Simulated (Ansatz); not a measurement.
# C₃H₃N, singlet: the ladder up to RCCSDT(Q)

Geometry: MP2(full)/6-31G*, from the G2/97 set.

```yaml
atoms:
  - { symbol: C, position_ang: [-0.1480, -1.7281, 0.0000] }
  - { symbol: C, position_ang: [0.5986, -0.6144, 0.0000] }
  - { symbol: C, position_ang: [0.0136, 0.6928, 0.0000] }
  - { symbol: H, position_ang: [-1.2316, -1.6876, 0.0000] }
  - { symbol: H, position_ang: [0.3196, -2.7059, 0.0000] }
  - { symbol: H, position_ang: [1.6835, -0.6616, 0.0000] }
  - { symbol: N, position_ang: [-0.4536, 1.7784, 0.0000] }
```

Basis 6-31G; Ansatz 0.2.0. Correlated methods freeze the noble-gas cores, which leaves 20 electrons in 38 orbitals. Prefix R: restricted or restricted open-shell reference; prefix U: unrestricted. Active spaces: frontier = (8e, 8o) about the gap.

Full CI isn't at hand for all of this; RCCSDT(Q) serves as the reference, and is uncertain by about the last step of the cluster series. The frozen core follows each run's orbitals, which can shift R against U totals by a few meV.

Unrestricted rows (U) aren't spin-pure: their determinants' ⟨S²⟩ exceeds S(S+1) by up to 0.49, so they mix in states of higher spin.

The UHF ⟨S²⟩ is 0.487, the T1 diagnostic (RCCSD) is 0.0132 and the largest doubles amplitude (RCCSD) is 0.136.

```
                      level  E − E(RCCSDT(Q)) (kJ/mol)  share of correlation (%)    wall time
                        RHF                     1106.4                      0.00            –
                        UHF                     1095.0                      1.03            –
                       RMP2                       92.6                     91.63            –
                       UMP2                      185.6                     83.23            –
                       CISD                      185.2                     83.26          2 s
                      RCCSD                       43.9                     96.03            –
                      UCCSD                       47.3                     95.72            –
                   RCCSD(T)                        6.2                     99.44       0.75 s
                   UCCSD(T)                       10.1                     99.09        4.2 s
                    BCCD(T)                        6.3                     99.43       0.91 s
                     RCCSDT                        5.8                     99.48            –
                     UCCSDT                        6.4                     99.42            –
                  UCCSDT(Q)                        0.5                     99.95  17 s (H100)
    CASSCF (frontier space)                      680.7                     38.48            –
    NEVPT2 (frontier space)                      129.1                     88.33        4.8 s
NEVPT4(SD) (frontier space)                       23.8                     97.85          6 s
    MRCISD (frontier space)                       72.3                     93.46            –
  MRCISD+Q (frontier space)                       13.9                     98.74        6.5 s
```

The correlation energy at RCCSDT(Q), counted from RHF, is -11.467 eV. That run took 15 s on 1 thread of AMD EPYC 7R13, shared host.

Times hold each run's SCF and search for its determinant on a shared host, so for small cases they say little of a method's own cost; rows without a card ran on 1 thread of AMD EPYC 7R13.

Atomization energy (electronic, same basis, no zero-point term; atoms at the same level, unrestricted beside the R rows where the molecule is a closed shell, with restricted open-shell steps beyond CCSDT(Q)) at RCCSDT(Q): 2762.6 kJ/mol. Errors of other levels:

```json
{"level": "RHF", "error (kJ/mol)": "-721.9"}
{"level": "UHF", "error (kJ/mol)": "-710.6"}
{"level": "RMP2", "error (kJ/mol)": "37.4"}
{"level": "UMP2", "error (kJ/mol)": "-55.6"}
{"level": "CISD", "error (kJ/mol)": "-178.8"}
{"level": "RCCSD", "error (kJ/mol)": "-39.6"}
{"level": "UCCSD", "error (kJ/mol)": "-43.0"}
{"level": "RCCSD(T)", "error (kJ/mol)": "-5.0"}
{"level": "UCCSD(T)", "error (kJ/mol)": "-8.8"}
{"level": "BCCD(T)", "error (kJ/mol)": "-4.7"}
{"level": "RCCSDT", "error (kJ/mol)": "-5.7"}
{"level": "UCCSDT", "error (kJ/mol)": "-6.4"}
{"level": "UCCSDT(Q)", "error (kJ/mol)": "-0.5"}
```

This basis is far from its limit, so the value isn't to be set against a measured one. Truncated CI isn't size-consistent, which counts against it in atomization.
